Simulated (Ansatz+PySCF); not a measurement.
A calculation with PySCF 2.14.0.

```python
from pyscf import gto, scf, cc

mol = gto.M(atom="""
H 0.000000 0.000000 0.000000
O 0.555410 0.740540 1.603320
""", basis='6-31g', charge=1, spin=2)
mf = scf.UHF(mol)
mf.kernel()
mycc = cc.CCSD(mf, frozen=1).run()
et = mycc.ccsd_t()
print(mf.e_tot, mycc.e_corr, et, mycc.e_tot + et)
```

The script is written out from the run's settings.

Output:

* Converged: yes
* Reference energy: -74.87004 hartree
* CCSD correlation energy: -0.06536 hartree
* Triples correction: -0.00099 hartree
* Total energy: -74.93640 hartree
* Spin squared of the determinant: 2.541

Caution: large amplitudes, a single reference is doubtful; the unrestricted determinant is spin contaminated.
